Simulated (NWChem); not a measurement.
System: hydrogen fluoride (HF); SMILES F

```xyz
2

F      0.0000     0.0000     0.0871
H      0.0000     0.0000    -0.8331
```
Atoms are numbered in this order, from 1.

All runs: NWChem. Geometry optimised at PBE0/def2-SVP; all other runs use it. 

```tsv
quantity	level	value
dipole in solution (D) in water	PBE0/def2-SVP, SMD	___
isotropic polarisability (bohr³), static	PBE/def2-SVPD	5.9
vertical, lowest excitation, singlet (eV)	PBE/def2-SVPD, TDA	9.48
vertical ionisation energy, ΔSCF (eV)	PBE/def2-SVP	___
dipole (D)	PBE0/def2-SVP	___
highest harmonic frequency (cm⁻¹)	PBE0/def2-SVP	4160
```

Q: Some entries are withheld; supply them.

A: 
- dipole in solution (D) in water, value: 2.09
- vertical ionisation energy, ΔSCF (eV), value: 15.85
- dipole (D), value: 1.86
